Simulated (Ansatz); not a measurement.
# Energy on a grid of two coordinates

CH$_{4}$SSi (SMILES C[Si]S), closed shell, PBE0-D4/def2-TZVP minimum:

C1  (-0.833, 0.620, -0.259)
Si2  (0.525, 0.222, 1.009)
S3  (1.328, -1.448, -0.044)
H4  (-1.183, -0.218, -0.865)
H5  (-0.416, 1.375, -0.940)
H6  (-1.687, 1.089, 0.237)
H7  (2.328, -1.707, 0.816)
(Å)

Rows set the angle H4–C1–Si2 (°; 116.0 at the minimum), columns the dihedral angle C1–Si2–S3–H7 (°; 177.6), set in this order; the parts move rigidly, in a bend the first-named atom's side turns in the plane, and in a torsion the whole end group turns. CCSD(T) energies count from the value at that structure, in eV. Ansatz 0.2.0; basis: def2-TZVPP; cores frozen in the correlated methods.

```json
{"H4–C1–Si2 \\ C1–Si2–S3–H7": "86.0", "-151.7": "0.716", "-100.3": "1.241", "-48.9": "0.999", "2.6": "0.719", "54.0": "1.012", "105.4": "1.205", "156.8": "0.669"}
{"H4–C1–Si2 \\ C1–Si2–S3–H7": "96.0", "-151.7": "0.403", "-100.3": "0.945", "-48.9": "0.669", "2.6": "0.393", "54.0": "0.715", "105.4": "0.900", "156.8": "0.342"}
{"H4–C1–Si2 \\ C1–Si2–S3–H7": "106.0", "-151.7": "0.222", "-100.3": "?", "-48.9": "0.472", "2.6": "0.197", "54.0": "0.548", "105.4": "0.723", "156.8": "0.145"}
{"H4–C1–Si2 \\ C1–Si2–S3–H7": "116.0", "-151.7": "0.172", "-100.3": "0.742", "-48.9": "0.408", "2.6": "0.135", "54.0": "0.510", "105.4": "0.676", "156.8": "0.080"}
{"H4–C1–Si2 \\ C1–Si2–S3–H7": "126.0", "-151.7": "0.254", "-100.3": "0.834", "-48.9": "?", "2.6": "0.207", "54.0": "0.602", "105.4": "0.757", "156.8": "0.145"}
{"H4–C1–Si2 \\ C1–Si2–S3–H7": "136.0", "-151.7": "0.466", "-100.3": "1.054", "-48.9": "0.677", "2.6": "0.414", "54.0": "0.823", "105.4": "0.964", "156.8": "0.341"}
{"H4–C1–Si2 \\ C1–Si2–S3–H7": "146.0", "-151.7": "?", "-100.3": "?", "-48.9": "1.007", "2.6": "0.751", "54.0": "1.172", "105.4": "1.297", "156.8": "0.665"}
```

Question: Fill in the withheld cells. (Judge from chemistry; the value comes from the calculation.)

Answer: Computed: (106.0, -100.3): 0.779; (126.0, -48.9): 0.477; (146.0, -151.7): 0.807; (146.0, -100.3): 1.400 eV. These count from the CCSD(T) energy at the PBE0-D4 minimum.

The same grid for a cheaper method: r2SCAN-D4 − CCSD(T), both counted from the minimum, in eV:
```tsv
H4–C1–Si2 \ C1–Si2–S3–H7	-151.7	-100.3	-48.9	2.6	54.0	105.4	156.8
86.0	0.005	0.050	0.037	0.014	0.037	0.046	0.005
96.0	0.012	0.059	0.042	0.022	0.045	0.054	0.011
106.0	0.012	0.059	0.040	0.022	0.045	0.053	0.010
116.0	0.006	0.055	0.032	0.017	0.040	0.047	0.004
126.0	-0.001	0.047	0.022	0.009	0.032	0.037	-0.004
136.0	-0.011	0.037	0.010	-0.002	0.023	0.025	-0.016
146.0	-0.023	0.024	-0.004	-0.014	0.011	0.009	-0.030
```

T1 diagnostic: at most 0.015. The restricted Hartree–Fock reference is unstable towards an unrestricted one here.

For scale, one of the runs: CCSD(T)/def2-TZVPP, 171 basis functions (an equivalent command: `ansatz run in.yaml --threads 2`). Hardware: 2 CPU threads, shared host. Wall time 24 s; peak host memory 1.3 GiB.
